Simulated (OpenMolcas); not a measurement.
**Potential curves of Na₂⁺: spin–orbit levels**

Computed with OpenMolcas 26.06: state-averaged CASSCF(1,8) over Na 3s 3p, Na 3s 3p, XMS-CASPT2 (IPEA 0.25, imaginary shift 0.2 hartree), scalar X2C, ANO-RCC-VTZP, then RASSI spin–orbit state interaction with atomic mean-field integrals. C2 symmetry about the axis (a holds Σ, Δ, Γ; b holds Π, Φ, H; Σ⁺ and Σ⁻ are not told apart); roots by multiplicity and irrep: 2a 3, 2b 2.

XMS-CASPT2 energies with spin–orbit state interaction in eV from the lowest point. Curves are followed by energy order within each symmetry, so they are adiabatic and may change character at avoided crossings and where g and u states cross.

```
R (Å)  (1)Ω=1/2  (2)Ω=1/2  (1)Ω=3/2  (4)Ω=1/2
3.138     0.080     2.767     3.221     4.346
3.321     0.025     2.564     3.136     4.131
3.485     0.002     2.399     3.077     3.964
3.649     0.000     2.250     3.031     3.816
3.832     0.013     2.100     2.992     3.672
4.014     0.041     1.964     2.964     3.543
4.269     0.095     1.797     2.939     3.388
4.598     0.181     1.617     2.923     3.221
5.109     0.326     1.403     2.922     3.020
5.838     0.519     1.201     2.943     2.942
6.933     0.733     1.046     2.984     2.983
8.393     0.879     0.975     3.022     3.022
```

Left out for impure symmetry, kinks or missing points, though low: (3)Ω=1/2. g and u states are not told apart. Only roots inside an energy window near the equilibrium distance were included, so the list of states is not complete; labels number the states computed. Each spin and symmetry block has orbitals of its own, averaged over its own roots, so gaps between blocks are less sure than gaps within one and near the minimum can be off by tenths of an eV, in bad cases by more. No Rydberg orbitals are active, so Rydberg states, and σ→σ* states whose orbital the CASSCF left unused, can be missing between those listed. At stretched bonds a block can hold a wrong CASSCF solution and miss its lowest state; points past a visible jump are left out. Points that failed a check (symmetry, reference weights, a jump) are left out.
